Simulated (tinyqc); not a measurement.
RHF in the sto-3g basis, for H2F+, spin multiplicity 1, step by step (part 2 of 2). Computed by tinyqc, a small Python program that keeps every step (integrals from PySCF). Command: `OMP_NUM_THREADS=1 python tinyqc.py 25103 25104 out.jsonl` (the two numbers bound the seeds that draw the settings). One thread of a shared host (Intel(R) Xeon(R) Processor @ 2.60GHz), about 0.1 s of CPU time with the checks.

Geometry (angstrom):
```
atom         x          y         z
F     0.000000   0.000000  0.000000
H     0.000000   0.893000  0.528000
H     0.000000  -0.893000  0.528000
```

## Iteration 11 (converged): orbitals

converged F (hartree):
```
             1F 1s      1F 2s     1F 2px     1F 2py     1F 2pz      2H 1s      3H 1s
1F 1s   -26.583073  -6.780454   0.000000   0.000000  -0.021317  -1.073921  -1.073921
1F 2s    -6.780454  -3.606340   0.000000   0.000000  -0.097067  -1.121507  -1.121507
1F 2px    0.000000   0.000000  -1.017932   0.000000   0.000000   0.000000   0.000000
1F 2py    0.000000   0.000000   0.000000  -0.952677   0.000000  -0.530742   0.530742
1F 2pz   -0.021317  -0.097067   0.000000   0.000000  -0.979996  -0.365101  -0.365101
2H 1s    -1.073921  -1.121507   0.000000  -0.530742  -0.365101  -0.797195  -0.312724
3H 1s    -1.073921  -1.121507   0.000000   0.530742  -0.365101  -0.312724  -0.797195
```

X:
```
            1F 1s      1F 2s    1F 2px     1F 2py     1F 2pz      2H 1s      3H 1s
1F 1s    1.023715  -0.136102  0.000000   0.000000  -0.005165   0.017694   0.017694
1F 2s   -0.136102   1.143685  0.000000   0.000000   0.049655  -0.207310  -0.207310
1F 2px   0.000000   0.000000  1.000000   0.000000   0.000000   0.000000   0.000000
1F 2py   0.000000   0.000000  0.000000   1.068992   0.000000  -0.169031   0.169031
1F 2pz  -0.005165   0.049655  0.000000   0.000000   1.020292  -0.085043  -0.085043
2H 1s    0.017694  -0.207310  0.000000  -0.169031  -0.085043   1.111421  -0.065227
3H 1s    0.017694  -0.207310  0.000000   0.169031  -0.085043  -0.065227   1.111421
```

Diagonalise F' = X^T F X, C = X C', fill 5 alpha and 5 beta electrons from the bottom; D = 2 C_occ C_occ^T. Each column has its largest component positive (the first on a tie).

F' = X^T F X (hartree):
```
            1          2          3          4          5          6          7
1  -26.103730  -3.439629   0.000000   0.000000  -0.039005  -0.128167  -0.128167
2   -3.439629  -2.249812   0.000000   0.000000   0.034684  -0.463765  -0.463765
3    0.000000   0.000000  -1.017932   0.000000   0.000000   0.000000   0.000000
4    0.000000   0.000000   0.000000  -0.732746   0.000000  -0.429412   0.429412
5   -0.039005   0.034684   0.000000   0.000000  -0.908185  -0.253104  -0.253104
6   -0.128167  -0.463765   0.000000  -0.429412  -0.253104  -0.371221  -0.068270
7   -0.128167  -0.463765   0.000000   0.429412  -0.253104  -0.068270  -0.371221
```

orbital energies (hartree): MO1 -26.592674, MO2 -2.019650, MO3 -1.162030, MO4 -1.040428, MO5 -1.017932, MO6 -0.048465, MO7 0.126333

coefficients C:
```
              MO1        MO2        MO3        MO4       MO5        MO6        MO7
1F 1s    0.994725  -0.250815   0.000000   0.060391  0.000000   0.105522   0.000000
1F 2s    0.022589   0.950823   0.000000  -0.303019  0.000000  -0.646966   0.000000
1F 2px   0.000000   0.000000   0.000000   0.000000  1.000000   0.000000   0.000000
1F 2py   0.000000   0.000000   0.734929   0.000000  0.000000   0.000000   0.812260
1F 2pz   0.002085   0.091874   0.000000   0.891760  0.000000  -0.504252   0.000000
2H 1s   -0.003974   0.084551   0.342242   0.201883  0.000000   0.741527  -0.776976
3H 1s   -0.003974   0.084551  -0.342242   0.201883  0.000000   0.741527   0.776976
```

D after iteration 11:
```
            1F 1s      1F 2s    1F 2px     1F 2py     1F 2pz      2H 1s      3H 1s
1F 1s    2.112067  -0.468621  0.000000   0.000000   0.065768  -0.025935  -0.025935
1F 2s   -0.468621   1.992790  0.000000   0.000000  -0.365635   0.038257   0.038257
1F 2px   0.000000   0.000000  2.000000   0.000000   0.000000   0.000000   0.000000
1F 2py   0.000000   0.000000  0.000000   1.080241   0.000000   0.503048  -0.503048
1F 2pz   0.065768  -0.365635  0.000000   0.000000   1.607364   0.375582   0.375582
2H 1s   -0.025935   0.038257  0.000000   0.503048   0.375582   0.330103  -0.138417
3H 1s   -0.025935   0.038257  0.000000  -0.503048   0.375582  -0.138417   0.330103
```

## Convergence

Stop when the energy changes by less than 1e-08 hartree and every element of the error matrix X^T (F D S - S D F) X is below 3e-05.

Course of the cycle:
```
iteration   E (hartree)     change  largest element of the error matrix
1          -37.77561244          -                             3.42e-01
2          -98.03226537  -6.03e+01                             5.73e-01
3          -98.85400174  -8.22e-01                             1.61e-02
4          -98.85437199  -3.70e-04                             4.09e-03
5          -98.85442950  -5.75e-05                             2.12e-03
6          -98.85444075  -1.13e-05                             9.47e-04
7          -98.85444302  -2.27e-06                             4.32e-04
8          -98.85444349  -4.61e-07                             1.95e-04
9          -98.85444358  -9.39e-08                             8.83e-05
10         -98.85444360  -1.91e-08                             3.98e-05
11         -98.85444360  -3.89e-09                             1.80e-05
```

PySCF RHF in the same basis = -98.85444360 hartree

Converged in 11 iterations.

## Populations, bond orders and dipole

overlap S:
```
           1F 1s     1F 2s    1F 2px     1F 2py    1F 2pz     2H 1s      3H 1s
1F 1s   1.000000  0.237990  0.000000   0.000000  0.000000  0.037088   0.037088
1F 2s   0.237990  1.000000  0.000000   0.000000  0.000000  0.372274   0.372274
1F 2px  0.000000  0.000000  1.000000   0.000000  0.000000  0.000000   0.000000
1F 2py  0.000000  0.000000  0.000000   1.000000  0.000000  0.263299  -0.263299
1F 2pz  0.000000  0.000000  0.000000   0.000000  1.000000  0.155679   0.155679
2H 1s   0.037088  0.372274  0.000000   0.263299  0.155679  1.000000   0.167695
3H 1s   0.037088  0.372274  0.000000  -0.263299  0.155679  0.167695   1.000000
```

Mulliken: Z minus the diagonal of D S on the atom; Loewdin: the same with S^(1/2) D S^(1/2); Mayer order: 2 sum_s sum (D(s) S)_ij (D(s) S)_ji over the two atoms.

Charges (e):
```
atom  Mulliken   Loewdin
1F    0.022186  0.159928
2H    0.488907  0.420036
3H    0.488907  0.420036
```

Mayer bond orders:
```
pair     order
2-1   0.740303
3-1   0.740303
3-2   0.020667
```

dipole moment about the origin, x y z (debye): 0.000000  0.000000  2.874230
